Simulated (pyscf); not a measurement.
# 1,1-elimination: H₃C–Si(Cl)(Cl)–Cl (SMILES C[Si](Cl)(Cl)Cl) -> H₃C–Cl (SMILES CCl) + Cl–Si:–Cl (SMILES Cl[Si]Cl) [singlet]

Gas phase, singlet surface, charge 0. Bonds broken: C1–Si2, Si2–Cl3. Bonds formed: C1–Cl3. Optimised with ωB97X-D3(BJ)/def2-SVP in PySCF.

Transition state (Å):

```xyz
8

C      0.0680    -0.6515     1.6260
Si    -0.0184     0.1493    -0.8414
Cl    -1.6109     0.6912     0.6889
Cl    -0.1893     1.8008    -2.1068
Cl    -1.0834    -1.3610    -1.8363
H     -0.5942    -0.5703     2.4884
H      0.0598    -1.6196     1.1185
H      1.0332    -0.1524     1.7129
```

One imaginary mode, 639i cm⁻¹; descent along it reached the two sides named, in the forms told below.

| bond | change | reactant side (Å) | saddle | product side |
|---|---|---|---|---|
| C1–Si2 | breaks | 1.846 | 2.596 | 3.5 |
| Si2–Cl3 | breaks | 2.048 | 2.274 | 2.8 |
| C1–Cl3 | forms | 3.2 | 2.345 | 1.788 |

Electronic energies relative to the reactant's lowest minimum found (kcal/mol):

```json
[
 {"level": "ωB97X-D3(BJ)/def2-TZVP", "barrier": "118.2", "reaction energy": "+82.9", "reverse barrier": "35.3"},
 {"level": "PBE/def2-TZVP", "barrier": "98.9", "reaction energy": "+70.9", "reverse barrier": "28.0"},
 {"level": "r²SCAN/def2-TZVP", "barrier": "108.9", "reaction energy": "+80.7", "reverse barrier": "28.1"},
 {"level": "B3LYP-D3(BJ)/def2-TZVP", "barrier": "105.8", "reaction energy": "+74.3", "reverse barrier": "31.5"},
 {"level": "PBE0-D3(BJ)/def2-TZVP", "barrier": "110.7", "reaction energy": "+79.1", "reverse barrier": "31.6"},
 {"level": "M06-2X/def2-TZVP", "barrier": "113.7", "reaction energy": "+75.9", "reverse barrier": "37.8"},
 {"level": "ωB97M-D3(BJ)/def2-TZVP", "barrier": "114.0", "reaction energy": "+75.8", "reverse barrier": "38.2"},
 {"level": "HF/def2-TZVP", "barrier": "128.4", "reaction energy": "+74.8", "reverse barrier": "53.6"}
]
```

With ωB97M-D3(BJ)/def2-TZVP energies and thermal terms (ideal gas, 1 atm, RRHO with modes under 100 cm⁻¹ raised to 100, one conformer, R ln 2 for chiral ones without a mode under 150 cm⁻¹), in kcal/mol:

```tsv
T (K)	ΔH‡	ΔG‡	ΔH	ΔG
298	112.8	111.6	+74.9	+63.1
600	112.6	110.5	+73.7	+51.5
900	112.2	109.6	+72.5	+40.6
1200	111.7	108.8	+71.3	+30.2
```

On the product side the descent ends in a complex, 7.7 kcal/mol under the separated species and 43.0 kcal/mol under the saddle at ωB97X-D3(BJ)/def2-TZVP. The same reactants have a lower exit, to H₂C=Si(Cl)–Cl + HCl (barrier +86.6 kcal/mol at ωB97M-D3(BJ)/def2-TZVP, against +114.0 kcal/mol here). One saddle was located; it need not be the lowest between these sides. A restricted solution here is unstable towards spin polarisation, so biradical character is likely and single-reference numbers are less safe.
